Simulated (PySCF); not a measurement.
Compound: C3H3NO.
Bonds: C1–C2 (aromatic), C2–O3 (aromatic), O3–C4 (aromatic), C4–N5 (aromatic), C1–N5 (aromatic). Hydrogens: H6 on C1; H7 on C2; H8 on C4.

Computed with PySCF 2.14.0, CAM-B3LYP/def2-SVP geometry optimisation, gas phase.

**Question.** List the bond lengths and angles at this level.

**Answer.** 
| bond | length (bohr) | order |
| --- | --- | --- |
| C1–C2 | 2.561 | aromatic |
| C2–O3 | 2.563 | aromatic |
| O3–C4 | 2.540 | aromatic |
| C4–N5 | 2.432 | aromatic |
| C1–N5 | 2.611 | aromatic |
| C1–H6 | 2.056 | single |
| C2–H7 | 2.051 | single |
| C4–H8 | 2.057 | single |

Orders are formal, as drawn. A selection of angles:
| angle | degrees |
| --- | --- |
| C2–C1–N5 | 108.8 |
| C2–C1–H6 | 128.9 |
| N5–C1–H6 | 122.3 |
| C1–C2–O3 | 107.6 |
| C1–C2–H7 | 135.1 |
| O3–C2–H7 | 117.3 |
| C2–O3–C4 | 104.8 |
| O3–C4–N5 | 114.3 |
| O3–C4–H8 | 117.0 |
| N5–C4–H8 | 128.6 |
| C1–N5–C4 | 104.4 |

The 5 heavy atoms lie in one plane (0.000 Å rms). The 5-membered ring C1–C2–O3–C4–N5 has internal angles of 104.4° to 114.3° (sum 540°, against 540° for a flat polygon); it is planar, 0.00 Å rms from its mean plane, widest ring torsion 0°. The C–N distances run from 1.287 Å (C4–N5, aromatic) to 1.382 Å (C1–N5, aromatic), a spread of 0.095 Å.

Point group: Cs (tolerance 0.08 Å). Not checked by CAM-B3LYP/def2-SVP frequencies.
